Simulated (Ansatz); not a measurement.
A ladder of methods for AlHClO (SMILES [O][AlH][Cl])

AlHClO has 4 atoms, charge 0, and is taken as a doublet. As SMILES, `[O][AlH][Cl]`. The shape is that of a PBE0-D4/def2-TZVP optimisation.

```xyz
4

O     0.2906   -1.0359    1.3506
Al    0.1184    0.0490    0.0156
Cl   -1.5732   -0.2106   -1.1688
H     1.2197    1.1373   -0.2178
```

Each level gives the energy change with the Al2–Cl3 bond stretched from 2.081 to 5.203 Å (eV). The values are calculated.

```csv
level,kind,program,value (eV),less FCI/STO-3G,CPU time (all runs)
UHF/STO-3G,Hartree–Fock,Ansatz,5.44,+0.55,1.8 s
U-revPBE/STO-3G,GGA,Ansatz,4.58,-0.31,23 s
U-r2SCAN/STO-3G,meta-GGA,Ansatz,5.16,+0.27,66 s
U-r2SCAN0/STO-3G,hybrid meta-GGA,Ansatz,5.70,+0.81,81 s
UCAM-B3LYP/STO-3G,range-separated hybrid,Ansatz,5.77,+0.88,23 s
UHSE06/STO-3G,range-separated hybrid,Ansatz,5.48,+0.59,34 s
UBCCD(T)/STO-3G,coupled cluster or CI,Ansatz,4.94,+0.05,3.1 s
UCCSDT(Q)/STO-3G,coupled cluster or CI,Ansatz,4.83,-0.06,7.2 s
FCI/STO-3G,exact in the basis,Ansatz,4.89,0.00,42 s
```

FCI/STO-3G is exact within its basis and frozen core, so for wave-function methods in that basis the difference is their error; functionals converge differently with the basis, so for them it is only a difference. The first shape isn't each level's own minimum. The values span 4.58 to 5.77 eV. Spin contamination of the reference (⟨S²⟩ at least 0.1 too high) touches UHF/STO-3G, U-r2SCAN/STO-3G, U-r2SCAN0/STO-3G, UCAM-B3LYP/STO-3G, UHSE06/STO-3G, UBCCD(T)/STO-3G, UCCSDT(Q)/STO-3G. All rows use very small basis sets, so even the best lies far from the true value. Times are those of the runs behind each value, whatever else they computed, on shared processors of several kinds: orders of magnitude only.
